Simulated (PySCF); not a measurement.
**Relaxation of triplet H₂S**

Method: PySCF, UPBE0, basis S def2-TZVP, H def2-TZVP (no relativity, density fitting). A (50,194) grid was used.

A start displaced from a saddle point along its imaginary mode, of Cs symmetry, held to at least that symmetry:

```xyz
3
charge 0 multiplicity 3, angstrom
S    -0.0154    0.0000   -0.0179
H     1.7344    0.0000    0.3330
H    -1.2443    0.0000    0.2338
```

Optimiser trace:
```tsv
step	E − E(last) (kJ/mol)	largest gradient (Eh/bohr)
0	38.59	0.07417
1	15.90	0.01278
2	14.46	0.00322
3	13.98	0.00605
4	13.25	0.01076
5	9.67	0.02145
6	5.64	0.02272
7	2.11	0.01406
8	0.39	0.00037
9	0.23	0.00154
10	0.08	0.00070
11	0.01	0.00034
12	0.00	0.00024
```

It ends at Cs with S–H 1.346 Å. The molecule has come apart into SH + H. No frequency check is given, so it may be a saddle point.

At this level a singlet minimum of C2v symmetry lies 388 kJ/mol below this structure.
